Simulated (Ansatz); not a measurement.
# Two structures, one formula

Two relaxed structures of AlHClO (charge -1), singlet (PBE0-D4/def2-TZVPD; forces vanish, vibrations not checked).

A:

```xyz
4
angstrom
O 0.3135 -1.0466 1.4371
Al 0.1376 -0.0419 0.1701
Cl -1.5207 -0.0839 -1.2776
H 1.0696 1.1724 -0.3296
```

B:

O1  (0.094, -1.470, 1.706)
Al2  (-0.959, 0.152, -1.032)
Cl3  (0.486, -0.261, 0.726)
H4  (0.222, 1.334, -1.271)
(Å)

Program: Ansatz 0.2.0. Basis: def2-TZVPPD. Cores are frozen in the correlated methods. B3LYP uses VWN-RPA correlation.

Task: Which structure is lower at CCSD(T), and by how much? (An estimate is asked for; the value comes from the calculation.)

Result: The calculation gives: A, by 5.535 eV (electronic energy, against the other). By their contacts, A is AlHClO ([O][AlH][Cl]), total charge -1 and B is AlHClO ([O][Cl][AlH]), total charge -1.

All methods give the same order:

```
   method  E(B) − E(A) (eV)
   PBE-D4             5.022
r2SCAN-D4             5.430
  PBE0-D4             5.199
 B3LYP-D4             5.335
  wB97M-V             5.405
       HF             5.571
      MP2             5.934
     CCSD             5.546
  CCSD(T)             5.535
```

No T1 diagnostic of these runs exceeds 0.021. The restricted Hartree–Fock reference is unstable towards an unrestricted one at one or more of these structures.

Labels in which every atom is bracketed show which atoms are joined, not bond orders.

For scale, one of the runs: CCSD(T)/def2-TZVPPD, 156 basis functions, launched by `ansatz run in.yaml --threads 2 --pin off --events-out ev --progress --plain --max-ram 4352MiB`. The run took 24 s on 2 CPU threads of an Arm Neoverse V1 (shared host), with 0.99 GiB of host memory at its peak.
